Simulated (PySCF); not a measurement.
# F3N (Nitrogen trifluoride): the cost of one run

Programs: PySCF 2.14.0, with density-fitted response routines of our own. Each step states its level of theory. These are calculated values for one molecule, in the gas phase or a continuum, unless marked as measured. Atoms count from 0, in the outputs and in this text.

**1. The starting structure**

4 atoms, charge 0, multiplicity 1; geometry from: GFN2-xTB. The atoms were then displaced at random by about 0.01 Å, so the start is not that level's minimum.

Bonds of the start (Å): F0–N1 1.33, N1–F2 1.37, N1–F3 1.39.

**2. Optimising the geometry at PBE0-D3(BJ)/def2-SVP**

The job: settings as JSON, then the geometry in Å.

```
{"job": {"xc": "PBE0", "basis": "def2-SVP", "d3": "d3bj", "grid": 1, "shake": 0.01, "kind": "geom"}, "charge": 0, "multiplicity": 1}
F     -0.518390     1.079550    -0.149290
N     -0.004400    -0.002390     0.425450
F     -0.702660    -1.022760    -0.158600
F      1.263440    -0.079770    -0.150570
```

Launch:

```console
> OMP_NUM_THREADS=1 python probes_run.py task.json out
```

The driver reads the jobs from task.json and runs them one after another.

Q: Estimate the wall time and peak memory of this first job on 1 thread of Arm Neoverse V1, shared host.

About 4.7 s, with a peak of 0.27 GiB.
